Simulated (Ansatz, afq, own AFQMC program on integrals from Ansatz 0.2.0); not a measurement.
AFQMC on a folder of integrals that Ansatz 0.2.0 wrote.

```yaml
crystal:
  periodic: [false, false, false]
  atoms:
    - {symbol: B, position_ang: [-0.934456, 0.008596, 0.007435]}
    - {symbol: C, position_ang: [0.596344, -0.005486, -0.004745]}
    - {symbol: H, position_ang: [0.962798, -1.040220, -0.002512]}
    - {symbol: H, position_ang: [0.984114, 0.511152, 0.882773]}
    - {symbol: H, position_ang: [0.969819, 0.502236, -0.903468]}
basis:
  gaussian: {orbitals: cc-pVDZ}
magnetization: {spin_polarized: true, initial_magnetization: 0}
correlation: {method: ccsd_t, electrons: outside_noble_gas, hamiltonian_folder: ham}
```

```sh
$ ansatz run in.yaml --threads 1 --pin off --events-out ev --progress --plain --max-ram 1382MiB
```

afq runs on the folder ham with

```
--method free --trial cisd --walkers 60 --time-step 0.03 --max-blocks 80 --target-error 0.00038 --factor-cut 1e-05 --seed 7430 --times 0,0.21,0.42,0.81,1.2,1.8,2.4,3 --taylor-order 8
```

Times are imaginary, in 1/Eh. The walk had a cap of 656 s.

Output of the walk:

```
orbitals 41  electrons 5 5  factors 330 of 392
reference energy -64.19446219 Eh
CCSD correlation -0.24059266 Eh in 10 cycles, weight of the determinant in the CISD state 0.8734
repeat  energy at the last time / Eh  error
    10  -64.442290  0.001158
    20  -64.442612  0.000732
    30  -64.442784  0.000556
    40  -64.442446  0.000530
    50  -64.442797  0.000518
    60  -64.442563  0.000468
    70  -64.442455  0.000461
    80  -64.442323  0.000434
time / (1/Eh)  energy / Eh  error  mean overlap
  0.00  -64.435042  0.000182  1.1432
  0.21  -64.438585  0.000212  1.1475
  0.42  -64.440463  0.000208  1.1427
  0.81  -64.441718  0.000241  1.1446
  1.20  -64.441913  0.000279  1.1647
  1.80  -64.441935  0.000367  1.1868
  2.40  -64.442351  0.000428  1.2021
  3.00  -64.442323  0.000434  1.2115
energy -64.442323 +/- 0.000434 Eh
```

The run passed its tests (error under three times the target), which doesn't prove that it has relaxed.

Against this walk (error 11.8 meV) on the same determinant: CCSD(T) 20.4 meV higher (within the noise), CCSDT(Q) 10.5 meV lower (within the noise). The error is statistical, and a free projection of finite length keeps a remainder of its start.

Cautions: remainder of the start not in the error; error above the target (11.8 against 10.3 meV); higher spins were not checked; an unrestricted solution with more broken spin lies lower (73 meV, ⟨S²⟩ 0.32), while this determinant keeps restricted orbitals.

The walk took 7.2 min on 1 thread of Intel(R) Xeon(R) Platinum 8375C CPU @ 2.90GHz (Ice Lake), with other jobs on the host. The log's last line is the free-projection energy.

CCSDT and higher add their correlation energy to the determinant of the CCSD(T) run, since their own runs factorise the integrals more tightly (a shift of under 2 meV). A walk keeps the symmetry of its determinant, which the program's search chose and which needn't be the lowest solution, so a lower state of the same spin and another symmetry isn't excluded.
